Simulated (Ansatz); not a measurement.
Results of PBEsol (Ansatz, a program for electronic structure, plane waves, PAW) for corundum Cr₂O₃.

Run with plane-wave cutoff 500 eV, 10×10×10 k mesh, Fermi–Dirac smearing 0.05 eV, ferromagnetic start, spin-polarised with parallel moments, scalar-relativistic PAW data made under PBE.

Computed at the level's own relaxed cell.

Q: Give the computed volume per atom, magnetic moment (largest site, within a sphere) and band gap.

A: 
- volume per atom = 9.58 Å³/atom
- magnetic moment (largest site, within a sphere) = 2.40 μB
- band gap = 0.57 eV (on the SCF k mesh)

Measured, for comparison: band gap 3.3 ± 0.1 eV (temperature not stated, no zero-point or thermal correction, middle of the range; as tabulated in Medasani et al. (2019), arXiv:1904.04625); equilibrium volume per atom 9.64 Å³/atom (temperature not stated, no zero-point or thermal correction; as tabulated in Sawada, Mater. Res. Bull. 29, 239 (1994) (COD 9015000)). Computed (rounded) less measured: band gap -2.73 eV, equilibrium volume per atom -0.6 %. A static lattice is as a rule a little smaller and stiffer than an uncorrected measurement, which narrows the difference in the equilibrium volume per atom and would widen misses of the other sign.

Moments are spin moments.

Computed values are for the static lattice.
